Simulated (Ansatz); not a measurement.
A nudged elastic band was laid between two geometries of FH5Si2 + H2 (10 atoms, charge 0, multiplicity 1).

Computed with Ansatz 0.2.0, RKS B3LYP-D4/6-31G*.

| Property | Result |
| --- | --- |
| movable images | 7 |
| climbing image | yes |
| spring | 5.0 eV/Å² |
| optimiser | quadratic models (default) |
| start path | through a guess of the saddle point |
| force threshold | 0.05 eV/Å |
| iteration limit | 60 |
| end points | relaxed |

Image 0:

```xyz
10
Properties=species:S:1:pos:R:3
Si 0.319 -0.006 0.199
Si 0.423 0.000 2.542
H -0.956 -0.162 3.086
H 1.261 -1.124 3.044
H 0.985 1.280 3.053
F 1.814 0.098 -0.424
H -0.478 1.149 -0.301
H -0.306 -1.263 -0.295
H -2.996 0.189 0.373
H -3.077 -0.160 1.024
```

Image 8:

```xyz
10
Properties=species:S:1:pos:R:3
Si -0.471 0.139 -0.818
Si -0.150 -0.148 3.253
H -0.540 -0.588 4.620
H 0.873 -1.081 2.717
H 0.392 1.231 3.318
F 0.569 0.733 0.269
H 0.018 0.491 -2.175
H -0.535 -1.337 -0.674
H -1.810 0.738 -0.595
H -1.357 -0.178 2.386
```

(1) What changes between the two ends?

(2) What energy profile does the band end with?

(3) What is the geometry of the highest image?

The band took 26 iterations and about 9 core-minutes.

## Answers

(1) Bonds broken: Si1–Si2, H9–H10. Bonds formed: Si1–H9, Si2–H10. FH5Si2 + H2 becomes FH3Si + H4Si.

(2) The run converged. The highest image is number 3 of 0 to 8, 250.9 kJ/mol above the first end and 278.8 kJ/mol above the last; the last end lies 27.8 kJ/mol below the first. Neighbouring images differ by up to 2.0 eV, so the band resolves the path poorly. A vibrational analysis at the climbing image gives one clearly imaginary mode, 1368i cm⁻¹: a first-order saddle point. The orbitals stay closed-shell, which can raise the energy where a bond breaks towards radicals; this wasn't checked here.

| image | path coordinate (Å) | energy (kJ/mol) | Si1–Si2 (Å) | H9–H10 (Å) | Si1–H9 (Å) |
| --- | --- | --- | --- | --- | --- |
| 0 | 0.00 | 0.0 | 2.35 | 0.74 | 3.33 |
| 1 | 0.90 | 5.0 | 2.35 | 0.74 | 2.87 |
| 2 | 1.81 | 54.6 | 2.38 | 0.76 | 2.26 |
| 3 | 2.71 | 250.9 | 2.62 | 1.19 | 1.68 |
| 4 | 3.70 | 83.7 | 3.17 | 1.72 | 1.50 |
| 5 | 4.69 | -8.3 | 3.69 | 2.00 | 1.48 |
| 6 | 5.68 | -27.0 | 4.18 | 2.66 | 1.48 |
| 7 | 6.67 | -27.6 | 4.20 | 2.97 | 1.48 |
| 8 | 7.66 | -27.8 | 4.09 | 3.15 | 1.48 |

(3) 
```xyz
10
Properties=species:S:1:pos:R:3:forces:R:3
Si -0.353 0.029 -0.003 0.00 0.00 0.00
Si 0.006 -0.015 2.594 0.00 0.00 0.00
H -1.117 -0.118 3.568 0.00 0.00 0.00
H 0.895 -1.190 2.747 0.00 0.00 0.00
H 0.726 1.262 2.812 0.00 0.00 0.00
F 1.288 0.142 0.132 0.00 0.00 0.00
H -0.682 1.357 -0.557 0.00 0.00 0.00
H -0.494 -1.300 -0.627 0.00 0.00 0.00
H -1.995 -0.096 0.339 0.00 0.00 0.00
H -1.285 -0.071 1.294 0.00 0.00 0.00
```

The run took 9.4 min on 1 thread of Intel(R) Xeon(R) Platinum 8259CL CPU @ 2.50GHz (Skylake/Cascade Lake), on a shared host, peak memory 0.16 GiB.
